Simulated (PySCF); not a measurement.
These are PBE-D3(BJ)/def2-TZVP // B3LYP-D3(BJ)/def2-SVP run with PySCF values and carry that method's errors. Isolated molecules, 0 K electronic values unless said otherwise. 

Reference species (SMILES): `N` (neutral, multiplicity 1).

| Item | Value |
|---|---|
| dipole moment | 1.75 D |
| HOMO | -6.07 eV |

Changed species: `O` (free base H2O; the reference has free base NH3).

**Question.** Give the shifts of the dipole moment and HOMO.

**Answer.** the dipole moment increases by 0.30 D, to 2.05 D; the HOMO decreases by 0.90 eV, to -6.97 eV.
